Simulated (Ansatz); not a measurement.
# A geometry optimisation of CH2MgS with BLYP-D3(BJ)/def2-SVP

The starting geometry of this gas-phase triplet was optimised with GFN2-xTB as a singlet.

```xyz
5

C     1.0849    0.1448    1.5087
Mg    1.6966    2.0674    0.5434
S     1.9025   -1.1976    0.8961
H     1.3316    0.4225    2.5401
H     0.0168    0.2047    1.2669
```

**Question.** Predict what it relaxes into with BLYP-D3(BJ)/def2-SVP.

**Answer.** A new bond forms, giving a structure given below by its coordinates. Distances that change by over a tenth: C1–Mg2 (2.24 → 2.69 Å). Contacts that close: Mg2–S3 (3.29 → 2.42 Å).

The energy falls by 0.70 eV over 22 steps:

```
step  E − E(last) (eV)
   1             0.701
   3             0.211
   6             0.005
   8             0.002
  10             0.001
  13             0.000
  15             0.000
  17             0.000
  20             0.000
  22             0.000
```

Final geometry (Å):

```yaml
atoms:
  - { symbol: C, position_ang: [0.8929, 0.1107, 1.7643] }
  - { symbol: Mg, position_ang: [2.0964, 1.7638, 0.0196] }
  - { symbol: S, position_ang: [2.1053, -0.5634, 0.6718] }
  - { symbol: H, position_ang: [1.1018, 0.1509, 2.8465] }
  - { symbol: H, position_ang: [-0.1639, 0.1798, 1.4530] }
```

Frequencies at the end are all real (lowest 73 cm⁻¹). Open shells are spin-unrestricted. The triplet needn't be the ground state. Run with Ansatz 0.2.0, 2.1 min on 1 thread of Arm Neoverse N1 (shared host).
